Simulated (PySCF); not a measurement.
Gas-phase reaction: 3 CF4 + 2 C3H6 (cyclic) ⇌ 6 F2 + 3 C3H4 (allene)

Computed with PySCF and rigid-rotor harmonic-oscillator thermochemistry at 1 bar. The comparison is the NASA 1993 polynomial table, which mixes measured and estimated data. † marks an energy on the PBE0/def2-TZVP geometry and frequencies; other levels use their own. MP2 and CCSD(T) freeze the core. 6-31G* has spherical d functions here. All species are closed-shell singlets. B3LYP is the form with VWN-RPA correlation. MP2 isn't extrapolated to the basis-set limit; its ΔH°(298 K) is 3552.4 kJ in def2-SVP and 3452.3 kJ in def2-TZVPP. CCSD(T) isn't extrapolated to the basis-set limit; its ΔH°(298 K) is 3358.1 kJ in def2-SVP and 3273.2 kJ in def2-TZVPP. The harmonic model lacks anharmonicity and excited electronic states, which grow with temperature; levels with a mode under 35 cm⁻¹ are left out.

ΔH° and ΔS° at 298 K: table 3266 kJ, 688 J/K; B3LYP/6-31G* 3262 kJ, 680 J/K; BLYP/def2-TZVP† 2923 kJ, 681 J/K; CCSD(T)/def2-TZVPP† 3273 kJ, 681 J/K; M06-2X/def2-TZVP† 3442 kJ, 681 J/K; MP2/def2-TZVPP† 3452 kJ, 681 J/K.

Problem. With the heat capacities included, give log10 K at 500, 800, 1600, 1800, 2500 K for each.

Solution. 
```
T (K)   table  B3LYP/6-31G*  BLYP/def2-TZVP†  CCSD(T)/def2-TZVPP†  M06-2X/def2-TZVP†  MP2/def2-TZVPP†
-----  ------  ------------  ---------------  -------------------  -----------------  ---------------
500    -304.9        -304.9           -269.5               -306.1             -323.7           -324.8
800    -176.5        -176.8           -154.6               -177.5             -188.6           -189.2
1600    -69.7         -70.4            -59.2                -70.7              -76.2            -76.5
1800    -57.9         -58.6            -48.7                -58.9              -63.8            -64.1
2500    -31.5         -32.4            -25.2                -32.6              -36.1            -36.3
```
Ten kJ in ΔG° is worth 1.04 decades in K at 500 K and 0.21 at 2500 K. Holding ΔH° and ΔS° at their 298 K values would give -32.3 (table), -32.6 (B3LYP/6-31G*), -25.5 (BLYP/def2-TZVP†) at 2500 K.
